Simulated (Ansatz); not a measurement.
Relaxation of H$_{3}$NOSi (6 atoms, charge 0, multiplicity 1), to a largest force component of 0.02 eV/Å in at most 40 steps.

Method: RKS LDA/def2-SVP (Ansatz).

```xyz
6
Properties=species:S:1:pos:R:3
N -0.821 -0.008 -0.263
Si 0.637 -0.616 -0.679
O 1.489 -0.196 0.642
H -1.477 -0.126 -1.014
H -0.800 1.044 -0.215
H 1.014 -0.161 1.483
```

Where does it end, and by what steps?

The run converged. After 9 steps the energy has fallen by 0.684 eV; H5 moved furthest, 0.57 Å.

```
step  energy less start (eV)  largest force component (eV/Å)  accepted
   0                  0.0000                           2.699       yes
   1                 -0.3543                           2.355       yes
   2                 -0.5056                           1.450       yes
   3                 -0.6618                           0.362       yes
   4                 -0.6701                           0.273       yes
   5                 -0.6814                           0.088       yes
   6                 -0.6827                           0.124       yes
   7                 -0.6836                           0.042       yes
   8                 -0.6838                           0.022       yes
   9                 -0.6838                           0.006       yes
```

```xyz
6
Properties=species:S:1:pos:R:3
N -0.764 0.105 -0.501
Si 0.664 -0.858 -0.640
O 1.511 -0.399 0.727
H -1.501 0.046 -1.212
H -1.007 0.778 0.239
H 1.138 0.263 1.341
```

Whether the end is a true minimum wasn't checked by a vibrational analysis.

Time of the run: 9 s on 1 thread of Arm Neoverse V2, with other jobs on the host, peak memory 0.12 GiB.
